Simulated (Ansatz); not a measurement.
Abridged output of a molecular run in Ansatz:

```
Functional definition: HF
1628 factors; integrals over basis functions are off by at most 7.8e-4 eV
mean field evaluation 1: about -12565.1992 eV, gradient 2.0e1 eV
mean field evaluation 2: about -12565.2016 eV, gradient 2.0e1 eV
mean field evaluation 4: about -12566.6872 eV, gradient 3.8e0 eV
mean field evaluation 8: about -12566.7465 eV, gradient 1.4e-1 eV
mean field -12566.74666198 eV, -461.8194217809 hartree, gradient 1.2e-6 eV, S^2 0.000000; 1 other end points of the search recorded, 0 dependent functions left out; unrestricted orbitals would lower it
7 core orbitals not correlated: weight in the atoms' cores, before any rotation towards them, 1.000 or more for the frozen orbitals, at most 0.000 for the correlated occupied ones
reference -12566.74666198 eV, -461.8194217809 hartree; 8, 8 occupied and 259, 259 virtual orbitals, 1628 factors
second order -12.80785337 eV of doubles, -0.00000000 eV of singles
cycle   1  -13.00719950 eV  change   -2.0e-1 eV  update   1.1e-1
cycle   2  -13.40237856 eV  change   -4.0e-1 eV  update   3.5e-2
cycle   3  -13.52112675 eV  change   -1.2e-1 eV  update   2.2e-2
cycle   4  -13.50961013 eV  change    1.2e-2 eV  update   7.2e-3
cycle   5  -13.50732599 eV  change    2.3e-3 eV  update   3.5e-3
cycle   6  -13.50806198 eV  change   -7.4e-4 eV  update   9.6e-4
cycle   7  -13.50780602 eV  change    2.6e-4 eV  update   4.1e-4
cycle   8  -13.50792006 eV  change   -1.1e-4 eV  update   1.8e-4
cycle   9  -13.50798681 eV  change   -6.7e-5 eV  update   8.0e-5
cycle  10  -13.50794060 eV  change    4.6e-5 eV  update   2.8e-5
cycle  11  -13.50796190 eV  change   -2.1e-5 eV  update   1.1e-5
cycle  12  -13.50796295 eV  change   -1.1e-6 eV  update   3.3e-6
perturbative correction -0.75113024 eV, -0.0276035272 hartree
Total energy: -12581.00575517 eV, -462.3434337904 hartree
```

Its atoms:

```xyz
6

B    -0.629    0.124    0.328
C     0.539   -0.137   -0.619
S     1.494   -0.158    0.689
H    -1.276   -0.802    0.722
H    -0.971    1.252    0.531
H     0.843   -0.278   -1.651
```

(1) Which basis set was used?
A. def2-QZVPP
B. def2-TZVPP
C. cc-pV(T+d)Z
D. def2-SVPD

(2) Write the keys of the input that set method, charge and spin (a neutral closed shell needs none for the last two).

Answers

(1) A. It gives 274 functions.

(2) 
```yaml
correlation: {method: ccsd_t}
```
